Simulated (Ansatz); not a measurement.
Basis-set extrapolation for `OC1=NCC1` (PBE0-D4/def2-TZVP geometry, frozen core, Ansatz). Multiplicity 1, RHF reference.

|  | def2-TZVPP | def2-QZVPP |
| --- | --- | --- |
| HF | -245.882209 | -245.893321 |
| MP2 correlation | -0.923787 | -0.987735 |
| CCSD(T) correlation | -0.988508 | not run |

Energies in hartree. Use E(X) = E(∞) + A·exp(−7.88·√X) for Hartree–Fock and E(X) = E(∞) + B·X^(−2.97) for correlation, with X = 3 and 4, and add CCSD(T) minus MP2 of the smaller set to the MP2 limit.

What is the CCSD(T) energy at the basis-set limit?

HF limit: -245.893321 + (-0.011112) × 0.13774 = -245.89485. MP2 limit: -0.987735 + (-0.063948) × 0.74074 = -1.03510. Higher-order term: -0.988508 − (-0.923787) = -0.06472. Total: -246.99467 hartree, 325.4 kJ/mol below CCSD(T)/def2-TZVPP.
